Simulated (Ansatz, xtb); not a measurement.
**Relative energy of two conformers of C2H5O2+**

We compare X, `CO[CH+]O`, a singlet, with Y, `CO[CH+]O`, a singlet. Both are isolated ions in the gas phase, relaxed with r2SCAN-D4/def2-SVP.

X (Å):

```xyz
9

C    -1.0151   -1.7152   -1.0318
C    -1.8607   -0.7689    1.0003
O    -0.8689   -1.1233    0.3092
O    -1.7106   -0.2601    2.1552
H    -0.4645   -1.0535   -1.7098
H    -2.0788   -1.7822   -1.2934
H    -0.5415   -2.7016   -0.9740
H    -2.9015   -0.8766    0.6517
H    -0.7697   -0.1811    2.4292
```

Y (Å):

```xyz
9

C    -2.4887    1.2994    1.4603
C    -1.4014    3.3908    1.0692
O    -2.0610    2.6602    1.8447
O    -1.0718    2.9778   -0.0966
H    -3.0282    0.9304    2.3362
H    -3.1389    1.3809    0.5804
H    -1.5912    0.7051    1.2485
H    -1.1275    4.3905    1.4440
H    -0.5588    3.6273   -0.6182
```

Energies in hartree; the thermal terms are from r2SCAN-D4/def2-SVP harmonic frequencies (ideal gas, rigid rotor, one conformer each, 298.15 K, 1 atm) and include the zero-point energy:

```
                               X           Y
E, CCSD(T)/def2-TZVP  −229.028942  −229.030047
   zero-point energy     0.074525     0.074656
        H(298 K) − E     0.080373     0.080407
        G(298 K) − E     0.047427     0.047362
```

Question: Work out ΔE, ΔE₀, ΔH and ΔG for X → Y in kJ/mol (1 Eh = 2625.50 kJ/mol) and the equilibrium ratio [Y]/[X].

Answer: 1. ΔE = −229.030047 − (−229.028942) = −0.001105 Eh = −2.90 kJ/mol.
2. ΔE₀ = ΔE + ΔZPE = −0.001105 + (+0.000131) Eh = −2.56 kJ/mol.
3. ΔH = ΔE + (+0.000034) Eh = −2.81 kJ/mol.
4. ΔG = ΔE + (−0.000065) Eh = −3.07 kJ/mol, so ΔS = (ΔH − ΔG)/T = +0.9 J/(mol K).
5. kT = 0.9442 mEh, so K = [Y]/[X] = exp(−ΔG/kT) = exp(+1.24) ≈ 3.5.

The two are too close for this level to say which is favoured. An error of 4 kJ/mol in ΔG would change K by a factor of 5. Mirror images and further conformers aren't counted.

Other levels gave ΔE = −1.5 (r2SCAN-D4/def2-SVP); −0.2 (HF/def2-TZVP); −3.1 (MP2/def2-TZVP) kJ/mol. The correlated steps freeze 4 core orbitals. Programs: Ansatz 0.2.0.
